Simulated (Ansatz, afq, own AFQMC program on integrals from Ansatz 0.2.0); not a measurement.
**Atomization energy of BH2O, doublet, worked out**

| atom | x (Å) | y (Å) | z (Å) |
| --- | --- | --- | --- |
| B | 0.0000 | 0.0000 | 0.6689 |
| O | 0.0000 | 0.0000 | -0.6123 |
| H | 0.0000 | 1.0503 | 1.2721 |
| H | 0.0000 | -1.0503 | 1.2721 |

Connectivity, by distances: BH2–O.

Basis cc-pVDZ. Only valence electrons are correlated. Ansatz 0.2.0 and our own AFQMC program on the same integrals; the CISD trial comes from CCSD amplitudes, and released means the phaseless constraint is let go. Error bars are statistical, one sigma.

Total energies in eV. CBS is CCSD(T) at the limit of def2-TZVPP/QZVPP (extrapolated itself); the highest rung of each member is named.

Cautions: BH₂O (doublet): raised T1 diagnostic (T1 0.040, weight of the determinant 0.87, largest double 0.06).

```
       member  count  CCSD(T)/cc-pVDZ  highest rung in cc-pVDZ     which  CCSD(T)/CBS
  B (doublet)     +1        -669.1119                -669.1218       FCI    -669.4648
  O (triplet)     +1       -2038.4036               -2038.4088       FCI   -2040.9924
  H (doublet)     +2         -13.5861                 -13.5861       FCI     -13.6059
BH₂O, doublet     -1       -2747.7628               -2747.8115  CCSDT(Q)   -2751.7212
```

Work out the best estimate of the atomization energy: the CCSD(T)/CBS difference plus the step from CCSD(T) to the highest rung.

Sums with the counts: CCSD(T)/CBS 14.0522 eV, highest rung 13.1087 eV, CCSD(T)/cc-pVDZ 13.0751 eV. The step is 13.1087 − 13.0751 = 0.0336 eV, so the best estimate is 14.0522 + (0.0336) = 14.0858 eV = 324.8 kcal/mol. The basis set is worth 0.977 eV of it. Zero-point, core-correlation and spin–orbit terms aren't in it.

Best estimates are given only where the step beyond CCSD(T) is under 0.3 eV and no member's determinant is very poor (T1 over 0.05, or 0.07 for open shells, ⟨S²⟩ too high by 0.3, two states mixed), so the hardest cases are missing from such tables.

CCSDT and higher add their correlation energy to the determinant of the CCSD(T) run, since their own runs factorise the integrals more tightly (a shift of under 2 meV). Each member of a difference takes its own highest rung, so a best estimate needn't equal the limit plus the step of one row.
